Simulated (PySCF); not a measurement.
**Spin states of BP⁺**

Unrestricted PBE0; basis B def2-TZVP, P def2-TZVP; no relativity; PySCF 2.14. Outer shells of the fragments: B+ 2s2; P 3s2 3p3.

Followed along the bond (rough minima from three points):

```csv
2Ms+1,unpaired,⟨S²⟩ at the start,R at minimum (Å),Te (eV)
4,"σ ↑, π ↑↑",3.76,1.85,0.00
2,"σ ↓, π ↑↑",1.77,1.87,0.30
2,"σ ↑, π ↑↓",1.77,1.86,0.43
2,σ ↑,0.78,1.86,1.41
2,π ↑,1.06,none in the scan,≤ 1.18
```

Solutions found at the starting distance of 1.980 Å, counted from the lowest of them; the search is not exhaustive and high or unbound solutions are not listed, so other states can lie among these:

| 2Ms+1 | unpaired | term | E (eV) | ⟨S²⟩ | ⟨Lz²⟩ | μ (D) |
| --- | --- | --- | --- | --- | --- | --- |
| 4 | σ ↑, π ↑↑ | ⁴Σ⁻ | 0.00 | 3.76 | 0.00 | -1.89 |
| 2 | σ ↓, π ↑↑ | mixed | 0.27 | 1.77 | 0.00 | -1.97 |
| 2 | σ ↑, π ↑↓ | mixed | 0.42 | 1.77 | 2.03 | -1.86 |
| 2 | σ ↑ | mixed | 1.40 | 0.78 | 2.00 | -1.63 |
| 2 | π ↑ | mixed | 1.60 | 1.06 | 1.01 | -2.61 |
| 2 | π ↑ | ²Π | 2.62 | 0.76 | 1.01 | 1.32 |
| 4 | π ↑↑↑ | ⁴Π | 3.17 | 3.86 | 1.00 | -2.44 |
| 4 | σ ↑, π ↑↑ | mixed | 3.72 | 3.76 | 2.01 | 0.15 |

A term symbol is given only where ⟨S²⟩ and ⟨Lz²⟩ are close to those of a pure state; real π, δ and φ orbitals otherwise mix terms. A positive dipole points towards P; it is taken about the centre of mass and depends on that origin.

Counting both spins, an empty level lies below a filled one in some of these solutions, because spin and occupation are held.
